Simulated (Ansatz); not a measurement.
# C3H3N (Z-propargylimine): entropy by statistical mechanics

A singlet with charge 0, relaxed at PBE0-D4/def2-TZVP (Ansatz 0.2.0):

```xyz
7

H     0.0430   -1.9216    0.2768
N     0.5719   -1.4149    0.9884
C     0.5204   -0.1653    0.7743
C    -0.1707    0.4763   -0.3010
C    -0.7484    1.0249   -1.2014
H     1.0465    0.4971    1.4646
H    -1.2627    1.5035   -2.0018
```

Harmonic wavenumbers in cm⁻¹: 223, 309, 615, 690, 711, 858, 955, 1135, 1246, 1420, 1692, 2221, 3115, 3467, 3477.

Masses in u: H 1.008, N 14.007, C 12.011. Take T = 298.15 K, p = 1 bar, R = 8.3145 J/(mol K), kT/hc = 207.22 cm⁻¹, rigid rotor and harmonic oscillator.

Work out S° at 298 K.


1. Translation (Sackur–Tetrode): S = R[3/2 ln M + 5/2 ln T − 1.1517] with M = 53.064 gives 158.4 J/(mol K).
2. Rotation: principal moments 9.075, 103.225, 112.300 u Å² give A, B, C = 1.8575, 0.1633, 0.1501 cm⁻¹; the symmetry number is σ = 1; q = (√π/σ)√((kT/hc)³/ABC) = 24778; S = R(ln q + 3/2) = 96.6.
3. Vibration: with u = ν̃/207.22, each mode gives R[u/(eᵘ − 1) − ln(1 − e⁻ᵘ)]; the sum is 19.8, most from 223 cm⁻¹ (8.1), 309 cm⁻¹ (5.7), 615 cm⁻¹ (1.8).
4. Electronic: R ln 1 = 0.0, from the spin multiplicity alone.
5. Sum: 158.4 + 96.6 + 19.8 + 0.0 = 274.8 J/(mol K).

No measured value is set beside it here. Where a soft mode is a torsion, a harmonic oscillator describes it poorly.
